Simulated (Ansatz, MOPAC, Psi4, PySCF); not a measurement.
Species: CHF$_{2}$ (charge 0, doublet). SMILES: F[CH]F
Structure (B3LYP-D3(BJ)/def2-TZVP (Ansatz, an electronic-structure program) minimum search):
```xyz
4

C      0.0374     0.0032     0.5083
F     -0.0384     1.0965    -0.2444
F     -0.0849    -1.0976    -0.2269
H      0.8851    -0.0093     1.1920
```
Charge 0, spin multiplicity 2.

Quantity: size of the dipole moment, in D. Conventions: open shells spin-unrestricted; 6-311+G** with 5d; spin-orbit terms left out; dispersion terms only where a functional's name holds one; LANL2DZ all-electron up to Ne; non-relativistic; six Cartesian d functions in 6-31G* and its kin unless marked 5d. Ab initio and DFT rows: single points at B3LYP-D3(BJ) geometries (Ansatz). Semi-empirical rows: dipoles at the shared geometry.

```tsv
level	program	size of the dipole moment (D)
PM6	MOPAC	1.51
MNDO	MOPAC	1.83
PBE/LANL2DZ	Ansatz	1.62
PBE/def2-SVP	Ansatz	1.16
B3LYP/LANL2DZ	Ansatz	1.77
B3LYP/6-31G*	Ansatz	1.22
B3LYP/6-31+G*	Ansatz	1.51
B3LYP/6-31G**	Ansatz	1.22
B3LYP/cc-pVDZ	Ansatz	1.27
B3LYP/6-311+G**	Ansatz	1.52
M06-2X/6-31G* (5d)	PySCF	1.35
M06-2X/6-311+G**	PySCF	1.61
wB97X-D/6-311+G**	Psi4	1.55
```

No value to compare with is used here. The 13 habitual levels span 1.16 (PBE/def2-SVP) to 1.83 D (MNDO).

The levels are drawn from those run, B3LYP/6-31G* more often than the rest, none by its result; runs whose electronic state is in doubt are left out.
